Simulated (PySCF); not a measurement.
Spectrum to structure. Theory: TDDFT wB97X-D/def2-SVPD, vertical, gas phase, core orbitals frozen in the response in PySCF 2.14.0, density-fitted response routines. Geometries: PBE0-D3(BJ)/def2-SVP, one conformer each.

| state | λ (nm) | f |
| --- | --- | --- |
| S1 | 244.5 | 0.0011 |
| S2 | 167.1 | 0.0095 |
| S3 | 162.0 | 0.0072 |
| S4 | 156.2 | 0.038 |
| S5 | 153.7 | 0.046 |
| S6 | 151.5 | 0.093 |
| S7 | 148.0 | 0.070 |
| S8 | 147.3 | 0.048 |
| S9 | 145.9 | 0.096 |
| S10 | 141.8 | 0.0023 |

**Question.** Which structure fits? All have the formula C3H4N2.
A. `C/N=C/C#N`
B. `C/N=C\C#N`
C. `C=NCC#N`

**Answer.** C. Its S1, at 5.07 eV, is the highest among the candidates; the nearest of the others has S1 at 4.50 eV. S1 is HOMO→LUMO (97%). Löwdin shares by element: HOMO nitrogen 59% or more, carbon 24% or more, hydrogen 6% or more; LUMO carbon 38% or more, nitrogen 35% or more, hydrogen 15% or more. At the same level the other candidates give, for their lowest levels:
- `C/N=C/C#N`: 276 nm (f 0.001); 196 nm (f 0.000); 190 nm (f 0.341); 164 nm (f 0.000); 162 nm (f 0.014); T1 3.72 eV; HOMO -10.40, LUMO -0.32 eV
- `C/N=C\C#N`: 281 nm (f 0.004); 195 nm (f 0.000); 190 nm (f 0.249); 166 nm (f 0.000); 164 nm (f 0.002); T1 3.62 eV; HOMO -10.29, LUMO -0.35 eV

Conformer computed: `[CH2:1]=[N:2][CH2:3][C:4]#[N:5]`: C1–N2–C3–C4 124°.
Triplets come from the Tamm–Dancoff approximation.
